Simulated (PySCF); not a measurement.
Gas-phase reaction: 6 Si2H5 = 4 c-Si3H6 + 3 H2. Level: ωB97M-V/def2-TZVP†; standard pressure 1 bar.

Computed with PySCF and rigid-rotor harmonic-oscillator thermochemistry at 1 bar. † marks an energy on the PBE0/def2-TZVP geometry and frequencies. Open shells (unrestricted): Si2H5 (multiplicity 2); the rest are closed-shell singlets. Si2H5, c-Si3H6: computed as isolated molecules; such fragments, hydroxides, amides, oligomers or adducts are transient or little studied in the gas. The harmonic model lacks anharmonicity and excited electronic states, which grow with temperature; levels with a mode under 35 cm⁻¹ are left out. Internal rotation in Si2H5 is treated as a harmonic vibration of one conformer, which makes the entropy rough.

| T (K) | 1000/T (1/K) | log10 K |
|---|---|---|
| 600 | 1.6667 | 21.58 |
| 800 | 1.2500 | 14.95 |
| 1000 | 1.0000 | ? |
| 1200 | 0.8333 | 8.42 |
| 1400 | 0.7143 | 6.56 |
| 1600 | 0.6250 | 5.16 |

Q: Fit log10 K = a + b·(1000/T) to the five rows, get the mean ΔH° and ΔS°, and predict log10 K at 1000 K.

A: Means: 1000/T = 1.0179, log10 K = 11.334. Sums of products about the means: Sxy = 11.89995, Sxx = 0.755432, so b = Sxy/Sxx = 15.75 and a = 11.334 − (15.75)×1.0179 = -4.70.
ΔH° = −R ln 10 × 1000 K × b = −19.145 × (15.75) = -302 kJ; ΔS° = R ln 10 × a = -90 J/K. The run's own values go from -307 kJ and -99 J/K at 600 K to -300 kJ and -89 J/K at 1600 K.
Prediction at 1000 K: -4.70 + (15.75)×1.0000 = 11.05. The computed value is 11.02, 0.03 from the line.
For scale, ΔH°(298 K) is -320 kJ at this level, -321 kJ at ωB97X-V/def2-TZVP†, and runs from -432 to 262 kJ over the 20 levels computed.
